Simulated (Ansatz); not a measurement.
System: C₂H₃O, charge 0, doublet. C2H3O (SMILES [CH]1CO1, doublet).
B3LYP-D3(BJ)/def2-TZVP minimum from Ansatz (an electronic-structure program):
```xyz
6

C     -0.0023     0.7447    -0.3759
O      0.0458     0.0944     0.8207
C      0.0483    -0.6990    -0.4192
H     -0.7822     1.4623    -0.6108
H     -0.8485    -1.2960    -0.5529
H      0.9884    -1.1956    -0.6312
```
Charge 0, spin multiplicity 2.

Wanted: atomisation energy (electronic, to ground-state atoms), in kcal/mol. UHF or UKS for unpaired electrons; spin-orbit terms are left out. CBS(X,Y): correlation extrapolated as X^-3, Hartree-Fock from the larger set (Q,5: extrapolated as (X+1)exp(-9√X)). A bracket is a step between two methods taken in the basis named. The functionals are non-relativistic, so their misses hold any scalar relativity. Double hybrids freeze cores in their MP2 part. '+ core + X2C': CCSD(T) terms for core correlation (cc-pwCVTZ) and scalar relativity (cc-pVTZ-DK). Where a partner has so few electrons that a lower coupled-cluster level is exact, that level stands in.

CCSD(T)/CBS(cc-pVQZ,cc-pV5Z) + [CCSDT(Q) - CCSD(T)]/cc-pVDZ + core + X2C (Ansatz) gives 540.8 kcal/mol.

**Question.** What does PBE/def2-TZVPD (Ansatz) give here, and how do the other levels compare?

**Answer.** PBE gives 563.9 kcal/mol, 23.1 kcal/mol above it. Differences of the others: PBE0/def2-TZVPD (Ansatz) 5.9; wB97M-V/def2-TZVPD (Ansatz) 0.6; B2PLYP/def2-TZVPD (Ansatz) -6.1; CCSD(T)/CBS(cc-pVQZ,cc-pV5Z) + core + X2C (Ansatz) -0.7 kcal/mol. Nearer than PBE: PBE0/def2-TZVPD, wB97M-V/def2-TZVPD, B2PLYP/def2-TZVPD, CCSD(T)/CBS(cc-pVQZ,cc-pV5Z) + core + X2C.
